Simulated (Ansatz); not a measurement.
# Cohesive energy of elemental solids other than molecular ones

Method: r²SCAN (PAW; Ansatz, an electronic-structure program). References are measured values corrected to a static lattice or taken at low temperature (these still hold zero-point motion). The table is a random draw of 10 from 33 solids with such references.

Values in eV/atom.

```
solid                 reference  r²SCAN  error (eV/atom)
--------------------  ---------  ------  ---------------
hcp Ru                     6.8*    6.29            -0.51
bcc Fe                    4.32*    4.66            +0.34
diamond                   7.55*    7.50            -0.05
bcc Rb                    0.86*    0.75            -0.11
hcp Zn                    1.38*    1.47            +0.09
bcc Li                    1.67*    1.58            -0.09
diamond-structure Ge      3.92*    3.88            -0.04
hcp Cd                    1.18*    1.07            -0.11
α-phase Ga                 2.81    2.84            +0.03
hcp Co                    4.47*    4.70            +0.23
```

Over these 10 solids the mean error is -0.02 eV/atom, the mean absolute error 0.16 eV/atom (median 0.10 eV/atom), and the worst case hcp Ru at -0.51 eV/atom; the value is too low in 6 of 10 cases. Over all 33, from unrounded values, the mean error is -0.12 eV/atom and the mean absolute error 0.28 eV/atom (median 0.16 eV/atom). Caveats on values not shown: the commensurate order stands in for chromium's spin-density wave, and the size of the moments varies much between levels (1).

A star marks references brought to a static lattice; the others are low-temperature values that still hold zero-point motion, which matters most for light elements.

Differences are worked out from the printed values.

Free atoms are spin-polarised, in the lowest state found; at levels without +SOC their spin–orbit coupling is left out. Each level is taken at its own relaxed cell. Ansatz's density-functional and Hartree–Fock values are scalar-relativistic unless marked +SOC, with PAW data made under PBE.

Ansatz's runs of these crystals have no spin polarisation, but for bcc Fe, hcp Co. Meta-GGAs and exact exchange favour moments, which can bear on bcc Fe, hcp Co.

Density-functional runs with spin start from parallel moments for bcc Fe, parallel moments for hcp Co.

Not in this set, of the elemental solids other than molecular ones with a reference value in our tables and a result at some level: 14 for the spin–orbit terms of free Br, In, Sn, Te, I and atoms past barium, a cut that leaves lighter open-shell atoms' terms in the errors; 1 for a doubt noted on the run at r²SCAN; 1 for sources at odds. These can be a level's best or worst cases. Solids without a released value at any level aren't counted. Layered and molecular crystals are counted apart. The metals Ce to Yb are counted apart.

References as tabulated in Jana et al. (2018), arXiv:1807.00350; Mejia-Rodriguez and Trickey (2018), arXiv:1807.09216; Csonka et al. (2009), arXiv:0903.4037; Sun et al. (2011), doi:10.1103/physrevb.84.035117 and others.
